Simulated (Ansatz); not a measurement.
in.yaml

```yaml
crystal:
  periodic: [false, false, false]
  atoms:
    - {symbol: Zr, position_ang: [0.003878, 0.030945, 0.000472]}
    - {symbol: H, position_ang: [0.301568, -0.643432, -1.740095]}
    - {symbol: H, position_ang: [0.378188, -0.675856, 1.756047]}
    - {symbol: H, position_ang: [-0.463831, -0.731126, -1.730061]}
    - {symbol: H, position_ang: [-0.566890, -0.750259, 1.671378]}
basis:
  gaussian: {orbitals: def2-SVP}
magnetization: {spin_polarized: false, initial_magnetization: 2}
hamiltonian: {xc: hf, pseudopotentials: {relativity: none}}
accuracy: high
output: {forces: true, orbitals: {seedname: orbitals}}
```

```sh
$ ansatz run in.yaml --threads 1 --pin off --events-out ev --progress --plain --max-ram 2393MiB
```

Log:

```
1127 factors; integrals over basis functions are off by at most 2.9e-9 eV
mean field evaluation 1: about -1321.5005 eV, gradient 1.2e1 eV
mean field evaluation 2: about -1321.5066 eV, gradient 1.2e1 eV
mean field evaluation 4: about -1322.6295 eV, gradient 1.9e0 eV
mean field evaluation 8: about -1322.7298 eV, gradient 3.0e-1 eV
mean field evaluation 16: about -1322.8417 eV, gradient 1.2e0 eV
mean field evaluation 32: about -1322.0129 eV, gradient 1.5e0 eV
mean field evaluation 64: about -1322.9019 eV, gradient 1.7e-1 eV
mean field evaluation 96: about -1323.1801 eV, gradient 2.3e-1 eV
mean field evaluation 128: about -1322.6103 eV, gradient 3.3e0 eV
mean field evaluation 160: about -1322.5738 eV, gradient 4.7e0 eV
mean field evaluation 192: about -1322.6426 eV, gradient 1.1e0 eV
mean field evaluation 224: about -1322.9035 eV, gradient 1.8e-1 eV
mean field evaluation 256: about -1322.1389 eV, gradient 6.3e-1 eV
mean field evaluation 288: about -1322.6233 eV, gradient 1.9e0 eV
mean field evaluation 320: about -1317.8866 eV, gradient 7.5e0 eV
mean field -1323.18298117 eV, -48.6260776725 hartree, gradient 2.0e-8 eV, S^2 2.000000; 3 other end points of the search recorded, 0 dependent functions left out
the calculation of the forces begins
reference -1323.18298117 eV, -48.6260776725 hartree; 9, 7 occupied and 42, 44 virtual orbitals, 1127 factors
Total energy: -1323.18298117 eV, -48.6260776725 hartree
Atom 0 at     0.003878     0.030945     0.000472 Å, force    -0.442193     0.512572     1.511934 eV/Å
Atom 1 at     0.301568    -0.643432    -1.740095 Å, force     1.509604    -0.393953    -1.131545 eV/Å
Atom 2 at     0.378188    -0.675856     1.756047 Å, force    -0.194270    -0.164629     0.023881 eV/Å
Atom 3 at    -0.463831    -0.731126    -1.730061 Å, force    -1.259143    -0.170412    -0.460821 eV/Å
Atom 4 at    -0.566890    -0.750259     1.671378 Å, force     0.386003     0.216423     0.056552 eV/Å
Dipole moment:     0.039344    -0.064670    -0.314857 e Å
```

Forces (eV/Å):
```
Zr  -0.442  0.513  1.512
H    1.510 -0.394 -1.132
H   -0.194 -0.165  0.024
H   -1.259 -0.170 -0.461
H    0.386  0.216  0.057
```

Ran on 1 thread of Arm Neoverse V1, shared host: 2.8 s wall, 0.17 GiB peak host memory.
